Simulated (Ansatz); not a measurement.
Born–Oppenheimer molecular dynamics of H₄OSi (6 atoms, charge 0, multiplicity 1). It starts at the highest image of a converged band. Of that band: Beside the main top the profile has a ripple of under 15 meV (maxima at images 1, 4), which may be a very shallow well or noise. Neighbouring images differ by up to 2.1 eV, so the band resolves the path poorly. A vibrational analysis at the climbing image gives one clearly imaginary mode, 1470i cm⁻¹: a first-order saddle point.

Computed with RKS B3LYP-D4/def2-SVP (Ansatz).

* ensemble: NVE (velocity Verlet)
* time step: 0.5 fs
* steps asked: 200
* starting velocities drawn for: 300 K
* seed: 3856

Frames 5 fs apart, positions in Å, forces in eV/Å.

Velocities at 15.0 fs (Å/ps):

```
Si 1.65 -0.13 11.49
O -8.72 0.53 -4.35
H 8.49 6.15 -5.83
H -4.93 -9.76 -180.43
H 52.55 8.46 -31.37
H 36.33 -9.66 -33.33
```

```xyz
6
Properties=species:S:1:pos:R:3:forces:R:3 time_fs=15.0 energy_less_start_eV=-2.167 T=4488
Si 0.168 0.038 -0.309 2.52 0.11 4.38
O 0.625 0.211 1.549 -1.60 0.25 -3.24
H 0.754 -0.685 1.863 0.13 -0.45 0.22
H 1.731 -0.180 -0.596 -1.76 0.18 -0.91
H -0.556 1.300 -0.663 0.41 -0.18 -0.21
H -0.763 -1.124 -0.506 0.31 0.09 -0.23
6
Properties=species:S:1:pos:R:3:forces:R:3 time_fs=20.0 energy_less_start_eV=-2.298 T=4741
Si 0.190 0.038 -0.239 2.63 0.13 -0.64
O 0.572 0.213 1.502 -0.44 -1.19 -2.65
H 0.808 -0.677 1.853 -0.13 0.74 -0.13
H 1.474 -0.197 -1.468 -1.27 0.27 2.18
H -0.281 1.329 -0.817 -0.39 -0.07 0.61
H -0.580 -1.166 -0.669 -0.41 0.10 0.63
6
Properties=species:S:1:pos:R:3:forces:R:3 time_fs=25.0 energy_less_start_eV=-1.176 T=2575
Si 0.231 0.039 -0.175 -0.38 0.04 -5.68
O 0.511 0.203 1.417 0.79 -0.05 0.50
H 0.854 -0.582 1.850 0.14 -0.25 0.46
H 0.940 -0.157 -1.882 0.83 -0.03 2.43
H -0.088 1.341 -0.830 -0.75 0.12 1.11
H -0.482 -1.179 -0.687 -0.62 0.16 1.20
6
Properties=species:S:1:pos:R:3:forces:R:3 time_fs=30.0 energy_less_start_eV=-0.956 T=2149
Si 0.271 0.040 -0.158 -2.83 -0.26 -8.56
O 0.464 0.188 1.346 2.66 -0.07 5.98
H 0.897 -0.475 1.907 -0.28 0.23 0.02
H 0.586 -0.121 -1.740 2.11 -0.28 1.16
H -0.074 1.396 -0.600 -0.86 0.59 0.63
H -0.538 -1.170 -0.438 -0.80 -0.21 0.77
6
Properties=species:S:1:pos:R:3:forces:R:3 time_fs=35.0 energy_less_start_eV=-1.360 T=2930
Si 0.284 0.040 -0.203 -6.00 0.92 0.69
O 0.454 0.174 1.351 2.68 0.49 4.11
H 0.908 -0.357 2.007 0.02 -0.32 0.02
H 0.736 -0.165 -1.449 2.79 -0.75 -3.02
H -0.239 1.530 -0.239 0.05 -1.14 -0.81
H -0.746 -1.170 -0.035 0.45 0.80 -1.00
6
Properties=species:S:1:pos:R:3:forces:R:3 time_fs=40.0 energy_less_start_eV=-1.428 T=3060
Si 0.255 0.045 -0.254 -1.44 -0.34 1.75
O 0.483 0.168 1.416 1.47 0.72 0.13
H 0.925 -0.316 2.108 0.35 -0.61 -0.06
H 1.378 -0.319 -1.522 -1.52 0.58 1.93
H -0.406 1.448 -0.059 0.44 -0.69 -1.74
H -0.874 -1.017 0.150 0.70 0.34 -2.00
6
Properties=species:S:1:pos:R:3:forces:R:3 time_fs=45.0 energy_less_start_eV=-1.354 T=2922
Si 0.213 0.048 -0.290 3.81 -0.96 3.74
O 0.535 0.171 1.489 0.34 0.17 -1.68
H 0.990 -0.387 2.149 -0.18 0.00 -1.06
H 1.740 -0.364 -1.253 -2.71 0.73 1.25
H -0.497 1.263 -0.260 -0.24 1.92 -1.16
H -0.881 -0.826 -0.101 -1.02 -1.86 -1.10
6
Properties=species:S:1:pos:R:3:forces:R:3 time_fs=50.0 energy_less_start_eV=-2.299 T=4733
Si 0.194 0.044 -0.295 -2.21 0.68 4.15
O 0.589 0.179 1.533 -1.53 0.63 -3.11
H 1.055 -0.510 2.013 0.13 -0.46 -0.38
H 1.519 -0.250 -0.713 0.99 -0.29 -1.30
H -0.570 1.366 -0.720 1.26 -0.92 0.42
H -0.999 -0.945 -0.622 1.37 0.36 0.24
6
Properties=species:S:1:pos:R:3:forces:R:3 time_fs=55.0 energy_less_start_eV=-1.585 T=3357
Si 0.159 0.045 -0.267 -0.34 0.32 0.50
O 0.625 0.191 1.536 -1.73 -0.93 -2.11
H 1.102 -0.656 1.741 -0.51 1.00 -0.31
H 1.585 -0.209 -0.435 0.45 -0.36 -1.40
H -0.396 1.331 -1.094 0.78 -0.99 1.58
H -0.872 -1.039 -1.085 1.34 0.97 1.75
6
Properties=species:S:1:pos:R:3:forces:R:3 time_fs=60.0 energy_less_start_eV=-0.874 T=1989
Si 0.118 0.050 -0.230 5.76 -0.78 0.54
O 0.632 0.194 1.505 -2.65 -0.39 -2.35
H 1.086 -0.656 1.421 0.65 -0.05 0.82
H 1.891 -0.279 -0.505 -2.37 0.16 -0.28
H -0.054 1.124 -1.144 -0.53 1.95 0.17
H -0.464 -0.944 -1.167 -0.85 -0.89 1.11
6
Properties=species:S:1:pos:R:3:forces:R:3 time_fs=65.0 energy_less_start_eV=-1.277 T=2766
Si 0.122 0.052 -0.191 4.82 1.29 -1.78
O 0.603 0.188 1.440 -1.26 -1.20 -0.76
H 1.177 -0.601 1.292 0.30 0.64 1.27
H 1.681 -0.315 -0.655 -1.21 0.21 0.18
H 0.191 1.258 -1.089 -0.94 0.22 0.81
H -0.235 -1.062 -1.017 -1.72 -1.16 0.28
6
Properties=species:S:1:pos:R:3:forces:R:3 time_fs=70.0 energy_less_start_eV=-1.457 T=3121
Si 0.162 0.062 -0.165 -1.53 -0.11 -4.21
O 0.556 0.166 1.367 1.00 -0.57 3.25
H 1.345 -0.419 1.443 -0.65 0.61 0.57
H 1.293 -0.329 -0.812 3.31 -0.76 -1.43
H 0.209 1.484 -0.879 -1.29 -1.14 0.78
H -0.392 -1.386 -0.774 -0.85 1.97 1.04
```

Of the whole run (100 fs, mean temperature of the second half 3368 K): The conserved energy stayed within 1.2 meV per atom of its start (net change 0.013 meV per atom), so the integration is sound. The kinetic energy rose, since the run started high on the potential surface and went downhill. A run of 0.1 ps of so small a system gives no equilibrium averages. The orbitals stay closed-shell, which can raise the energy where a bond breaks towards radicals; this wasn't checked here.

The run took 4.3 min on 1 thread of AMD EPYC 7R43 64-Core Processor (Zen 3), on a shared host, peak memory 0.11 GiB.
